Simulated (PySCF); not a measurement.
hydrogen cyanide (CHN), SMILES C#N.

Geometry: ωB97X-D3(BJ)/def2-TZVPD.

The numbers are results of PySCF with HF/def2-TZVPD, not measurements.

- total energy: -92.91229 hartree
- point group: C∞v
- highest occupied level: -13.58 eV
- lowest empty level: 1.69 eV
- orbital gap: 15.27 eV
- dipole moment: 3.29 D
- quadrupole, principal values (traceless, Buckingham form, about the centre of nuclear charge): -1.20, -1.20, 2.40 D·Å
- mean static polarisability: 16.5 bohr³ (2.44 Å³)
- polarisability, principal values: 13.6, 13.6, 22.2 bohr³
